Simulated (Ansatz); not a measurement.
System (SMILES): ClO (OH-Cl).
Atoms: O1, H2, Cl3. Bonds: O1-H2, O1-Cl3.

Basis-set convergence of the lowest harmonic wavenumber at MP2 with Ansatz (a quantum-chemistry and plane-wave program). Each level at its own minimum, finite differences of forces, unscaled; the reference is a large set that could be run, not a limit. All functions are spherical. Cores are frozen. Core-valence sets carry the plain set on hydrogen. No added dispersion term, no relativity. Reference: the value in aug-pcseg-2, 771 cm⁻¹, itself unsure by roughly 5 cm⁻¹ (its mean distance from aug-cc-pV(T+d)Z, def2-TZVPPD). Deviations are taken from unrounded values.

```
basis            functions
---------------  ---------
cc-pV(D+d)Z             42
aug-cc-pV(D+d)Z         64
cc-pV(T+d)Z             83
jun-cc-pV(T+d)Z        101
cc-pCVTZ               116
aug-cc-pV(T+d)Z        124
```

**Question.** Which is the smallest set listed that can be trusted to 20 cm⁻¹ here, that is, within that of the reference together with its larger relatives (same family, alike in diffuse functions; a set with none to test it counts only in the reference's own line)?

**Answer.** The smallest set listed that lies within 20 cm⁻¹ of the reference with all its larger relatives (same family, alike in diffuse functions; a set with none counts only in the reference's own line) is jun-cc-pV(T+d)Z (101 functions, -4 cm⁻¹ off). Inside, with no larger relative to test it: cc-pV(T+d)Z, cc-pCVTZ. Value minus reference: cc-pV(D+d)Z -38, aug-cc-pV(D+d)Z -32, cc-pV(T+d)Z -2, jun-cc-pV(T+d)Z -4, cc-pCVTZ -1, aug-cc-pV(T+d)Z -6 cm⁻¹.
